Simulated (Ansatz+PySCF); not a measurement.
Stretching triplet NH

The N–H distance is varied.

Basis set: 6-31G (spherical functions). Frozen core: 1 orbital. Correlation on ROHF uses semicanonical orbitals with singles. Charge 0, multiplicity 3.

Computed with Ansatz (development build ahead of 0.2.0), each point on the determinant that the search for low states chose. Each curve is measured from its own lowest point listed.

```
r(N–H) (Å)  UHF (eV)  UHF-CCSD (eV)  ROHF-CCSD(T) (eV)
     0.942     0.168          0.291              0.294
     0.994     0.000          0.067              0.069
     1.099     0.044          0.000              0.000
     1.151     0.181          0.084              0.082
     1.256     0.558          0.369              0.363
     1.308     0.759          0.541              0.532
     1.413     1.100          0.901              0.885
     1.466     1.226          1.077              1.058
     1.570     1.399          1.407              1.381
     1.623     1.455          1.556              1.527
     1.727     1.526          1.818              1.784
     1.780     1.548          1.931              1.894
     1.884     1.575          2.118              2.078
     1.937     1.583          2.194              2.153
     2.041     1.591          2.314              2.273
     2.094     1.593          2.361              2.319
     2.198     1.595          2.431              2.393
     2.251     1.596          2.456              2.422
```

Task: Give the ROHF-MP2 curve at the same distances.

Result: r (Å), E (eV) and a bar:
```
    0.942      0.235 ##
    0.994      0.027
    1.099      0.000
    1.151      0.108 #
    1.256      0.454 ###
    1.308      0.663 #####
    1.413      1.112 ########
    1.466      1.341 ##########
    1.570      1.795 #############
    1.623      2.016 ###############
    1.727      2.440 ##################
    1.780      2.642 ###################
    1.884      3.024 ######################
    1.937      3.203 ########################
    2.041      3.534 ##########################
    2.094      3.687 ###########################
    2.198      3.963 #############################
    2.251      4.087 ##############################
```

Caution for UHF at some points, UHF-CCSD at some points: the unrestricted determinant is a mixture of spin states. Caution for ROHF-MP2 at some points, UHF-CCSD at some points, ROHF-CCSD(T) at some points: bonds are stretched, where a single reference can fail; large amplitudes, a single reference is doubtful. Caution for ROHF-MP2 at some points, ROHF-CCSD(T) at some points: an unrestricted determinant lies well below. Caution for ROHF-MP2 at some points: forces differ strongly between restricted and unrestricted references; the program doubts this total. Caution for ROHF-CCSD(T) at some points: the amplitudes may be one of several solutions.
